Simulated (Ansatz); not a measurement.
Reaction (formal hydrolysis of a C–C bond): `N=C=CC(=N)O` + H₂O → `N=C(O)O` + `C=C=N`

Program: Ansatz. Geometries: PBE0-D4/def2-TZVP. ΔE: electronic, gas phase. CCSD(T)/CBS is the MP2 limit (def2-TZVPP, def2-QZVPP) plus CCSD(T) − MP2 in def2-TZVPP, frozen cores. This one scheme is used for every species. DFT in def2-TZVPP. HSE06 is defined as in plane-wave codes. Each species was taken in one conformer, which may not be the lowest.

CCSD(T)/CBS gives +3.7 kcal/mol.

Problem. Another level gave +1.4 kcal/mol. Which?
A. BHLYP/def2-TZVPP
B. HF/def2-TZVPP
C. HSE06-D4/def2-TZVPP
D. RPA@PBE/def2-TZVPP

Solution. C. HSE06-D4 1.4, HF/def2-TZVPP -2.7, BHLYP -0.3, RPA@PBE/def2-TZVPP 2.4 kcal/mol.

Largest T1 diagnostic among the species: 0.015.

At CCSD(T), def2-SVP lies −4.1 kcal/mol from the extrapolated value and def2-TZVPP −1.2 kcal/mol. The D4 term adds +1.4 kcal/mol with B3LYP and +0.8 kcal/mol with PBE0; it sums over pairs of atoms, weighted by their polarisabilities, and B3LYP, whose exchange is more repulsive, gets the larger term. From BLYP to BHLYP (50 % exact exchange), in def2-TZVPP and without D4, ΔE moves by −1.4 kcal/mol.

B3LYP here is the variant with VWN-RPA as its local correlation; programs differ in this.
